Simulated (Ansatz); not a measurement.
Process, species as SMILES: P (PH3) → [PH2-] + H+
B3LYP-D3(BJ)/def2-TZVP geometries, fixed; electronic energies without zero-point terms.

The deprotonation energy at CCSD(T) with Ansatz (a first-principles code), in kcal/mol, split into its Hartree-Fock and correlation parts. Cores are frozen. No added dispersion term, no relativity. Functions are those of the species that has most. These sets lack the diffuse functions that anions need.

```json
[
 {"basis": "cc-pV(D+d)Z", "X": "2", "functions": "38", "Hartree-Fock": "388.76", "CCSD(T)": "393.03"},
 {"basis": "cc-pV(T+d)Z", "X": "3", "functions": "81", "Hartree-Fock": "383.66", "CCSD(T)": "382.78"},
 {"basis": "cc-pV(Q+d)Z", "X": "4", "functions": "154", "Hartree-Fock": "379.85", "CCSD(T)": "377.11"}
]
```

Worked estimate of the basis-set limit from each neighbouring pair, with Hartree-Fock from the larger set and the correlation part extrapolated as X^-3.
Correlation parts: X = 2: 4.27, X = 3: -0.88, X = 4: -2.74.
- (2,3): (27·(-0.88) - 8·(4.27))/19 = -3.05; with Hartree-Fock 383.66 the estimate is 380.61 kcal/mol.
- (3,4): (64·(-2.74) - 27·(-0.88))/37 = -4.10; with Hartree-Fock 379.85 the estimate is 375.75 kcal/mol.
The last two estimates differ by 4.86 kcal/mol; the largest set lies 1.36 from the last. Over the last step Hartree-Fock moves by -3.81 and the correlation part by -1.86.
